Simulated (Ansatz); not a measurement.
## PtN₂, singlet: from triple and quadruple zeta to the limit

```xyz
3

Pt    0.0000    0.0180    1.7500
N     0.0000   -0.1211   -0.3381
N     0.0000    0.1031   -1.4119
```

Connectivity, by distances: Pt–N–N.

Ansatz 0.2.0, RHF determinant, valence electrons correlated, core potentials past Kr. Energies in eV.

```tsv
set	X	functions	Hartree–Fock	MP2 correlation	CCSD(T) correlation	time
def2-TZVPP	3	118	-6186.8163	-20.2556	-20.2824	16 s on 1 × NVIDIA H100 80GB HBM3 with 1 thread of AMD EPYC 7R13 Processor (Zen 3) (shared host)
def2-QZVPP	4	202	-6186.9547	-21.5737	-21.5153	19 s on 1 × NVIDIA H100 80GB HBM3 with 1 thread of AMD EPYC 7R13 Processor (Zen 3), on a shared host
```

Hartree–Fock is taken to follow E(X) = E∞ + A·exp(−7.88·√X), correlation E(X) = E∞ + B·X^−2.97.

Cautions: no spin-orbit coupling; outer-core shells of the metal frozen; restricted determinant unstable towards unrestricted.

Question: Work out the CCSD(T) energy at the limit, and how far the shortcut misses it that extrapolates MP2 and adds CCSD(T) minus MP2 from the smaller set.

Answer: Hartree–Fock: E∞ = E4 + 0.1377·(E4 − E3) = -6186.9737. Correlation: E∞ = E4 + 0.7407·(E4 − E3) = -22.4286 for CCSD(T) and -22.5500 for MP2. The limit is -6209.4023 eV, 0.932 eV below def2-QZVPP. The shortcut gives a correlation energy of -22.5500 + (-0.0268) = -22.5768, 148 meV lower than the direct value.

The exponents were fitted on light atoms, and def2 sets of heavy atoms don't grow evenly, so the limit is rough here.
